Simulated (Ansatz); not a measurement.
# BH4− (singlet): wB97M-V, B2PLYP, RPA-PBE over a scan of the distance B1–H5, aug-cc-pVTZ

Aim: run BH4− (singlet) with these functionals over a scan of the distance B1–H5, and hold them against the top wave-function level at the same points.

Method: aug-cc-pVTZ, all electrons in the functionals, frozen cores in the correlation of double hybrids and RPA; program: Ansatz 0.2.0, Gaussian basis.

To be run: wB97M-V, B2PLYP, RPA-PBE, at 1.091 Å; 1.239 Å; 1.350 Å; 1.681 Å; 2.260 Å; 3.371 Å.

3 further runs of the same task are left out: 2 for a known fault of the program, 1 set aside as unsound or not needed. Runs told in other sessions of the task aren't counted.

## (1) The geometry

The geometry derives from a PBE0/def2-TZVPD stationary point (not a proven minimum). One bond is set to the value named and the two fragments are kept rigid.

5 atoms, charge -1, spin multiplicity 1.

Atoms are counted from 1 here; the program's logs count them from 0.

Bond lengths: B1–H2 1.239 Å, B1–H3 1.239 Å, B1–H4 1.239 Å, B1–H5 1.239 Å. Angles: H2–B1–H3 109.5°, H2–B1–H4 109.5°, H2–B1–H5 109.5°, H3–B1–H4 109.5°, H3–B1–H5 109.5°, H4–B1–H5 109.5°.

No dispersion term is added; wB97M-V holds VV10 nonlocal correlation.

The geometry shown and the zero of energy belong to the point 1.239 Å. The yardstick, RCCSDT(Q), and other wave-function levels (R restricted, U unrestricted, valence and pair active spaces) come from earlier runs.

## (2) wB97M-V, 1.091 Å

Contents of in.yaml:

```yaml
crystal:
  periodic: [false, false, false]
  atoms:
    - {symbol: B, position_ang: [0.005822, -0.005840, -0.005776]}
    - {symbol: H, position_ang: [0.720188, 0.710361, 0.710121]}
    - {symbol: H, position_ang: [-0.713461, -0.717940, 0.709290]}
    - {symbol: H, position_ang: [-0.705862, 0.708927, -0.725766]}
    - {symbol: H, position_ang: [0.636690, -0.638706, -0.631690]}
basis:
  gaussian: {orbitals: aug-cc-pVTZ}
total_charge: -1
hamiltonian: {xc: {name: wB97M-V}}
output: {forces: true, orbitals: {seedname: orbitals}}
```

The run is started by

```console
$ ansatz run in.yaml --threads 2 --pin off --events-out ev --progress --plain --max-ram 16896MiB --backend cuda --devices 0, --max-vram 18GiB
```

After this run come: wB97M-V, 1.239 Å; wB97M-V, 1.350 Å; wB97M-V, 1.681 Å; wB97M-V, 2.260 Å; wB97M-V, 3.371 Å; B2PLYP, 1.091 Å; B2PLYP, 1.239 Å; B2PLYP, 1.350 Å; B2PLYP, 1.681 Å; B2PLYP, 2.260 Å; B2PLYP, 3.371 Å; RPA-PBE, 1.091 Å; RPA-PBE, 1.239 Å; RPA-PBE, 1.350 Å; RPA-PBE, 1.681 Å; RPA-PBE, 2.260 Å; RPA-PBE, 3.371 Å.

**Question.** What will the summary of the whole plan be? Wanted: span of the RCCSDT(Q) curve; largest miss, wB97M-V; largest miss, B2PLYP; largest miss, RPA-PBE.

As calculated:

```
                   quantity                    value
span of the RCCSDT(Q) curve            78.2 kcal/mol
      largest miss, wB97M-V  +2.0 kcal/mol (3.371 Å)
       largest miss, B2PLYP  +1.5 kcal/mol (3.371 Å)
      largest miss, RPA-PBE  -6.2 kcal/mol (3.371 Å)
```

In words: Of the functionals, B2PLYP keep the smallest largest miss at the points compared (at most 1.5 kcal/mol) and RPA-PBE strays most (6.2 kcal/mol, at 3.371 Å). B2PLYP clearly breaks the spin symmetry at some points (⟨S²⟩ up to 0.31 above the pure value), so energy there is bought with a mixed spin. Functionals and the yardstick converge differently with the basis, so part of each miss in aug-cc-pVTZ is the basis.
